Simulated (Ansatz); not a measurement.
Interaction energy ladder

The pair of H₂S (SMILES S, atoms 1–3) and CH₃Cl (SMILES CCl, atoms 4–8), both closed shells, in one local arrangement (a lower one may exist), relaxed at PBE0-D4/def2-TZVP:

S1  (-0.407, 0.411, -2.451)
H2  (0.896, 0.695, -2.601)
H3  (-0.141, -0.679, -1.711)
C4  (-0.107, 0.052, 1.402)
Cl5  (0.335, -1.567, 0.816)
H6  (-0.993, -0.040, 2.026)
H7  (-0.308, 0.683, 0.539)
H8  (0.725, 0.445, 1.981)
(Å)

Ansatz 0.2.0; basis: def2-TZVPPD, with def2-QZVPPD for the basis limit; cores frozen in the correlated methods. B3LYP uses VWN-RPA correlation. Extrapolation: Hartree–Fock as exp(−7.88 √X), correlation as X^−2.97. Interaction energies count from these two fragments, frozen as in the pair, with the counterpoise correction; negative means bound.

(1) What is the interaction energy by CCSD(T) at an estimated basis limit (MP2 extrapolated from triple and quadruple zeta, plus CCSD(T) − MP2 in triple zeta)? (An estimate is asked for; the value comes from the calculation.)

(2) Which atoms make the shortest contact between the fragments?

The T1 diagnostic stays at or below 0.011.

Answers

(1) The calculation gives: -9.9 kJ/mol. Hartree–Fock alone gives 0.8 kJ/mol at the basis limit, so without correlation the pair would not bind at this distance. It counts from the two fragments frozen as in the pair.

The same quantity by other methods in triple zeta, and each one's difference from that estimate:
| method | E_int (kJ/mol) | difference |
| --- | --- | --- |
| PBE-D4 | -11.9 | -2.0 |
| revPBE-D4 | -10.2 | -0.2 |
| BLYP-D4 | -10.0 | -0.1 |
| r2SCAN-D4 | -9.9 | 0.0 |
| B97M-V | -10.3 | -0.4 |
| PBE0-D4 | -11.0 | -1.1 |
| B3LYP-D4 | -10.2 | -0.3 |
| HSE06-D4 | -11.0 | -1.1 |
| wB97X-V | -9.5 | 0.4 |
| wB97M-V | -9.5 | 0.5 |
| B2PLYP | -5.8 | 4.1 |
| HF | 0.8 | 10.7 |
| MP2 | -9.3 | 0.6 |
| CCSD | -6.5 | 3.4 |
| CCSD(T) | -8.0 | 1.9 |
Differences are method less estimate.

(2) H3 and H7, 2.64 Å apart.

Basis-set superposition shift (counterpoise-corrected less uncorrected): CCSD(T) 2.1; MP2 1.9; HF 0.3; PBE0-D4 0.3; wB97M-V 0.4 kJ/mol.

For scale, one of the runs: CCSD(T)/def2-TZVPPD, 224 basis functions, launched by `ansatz run in.yaml --threads 4 --pin off --events-out ev --progress --plain --max-ram 9574MiB`. Hardware: 4 CPU threads of an AMD EPYC 9R45, shared host. Wall time 12 s; peak host memory 3.4 GiB.
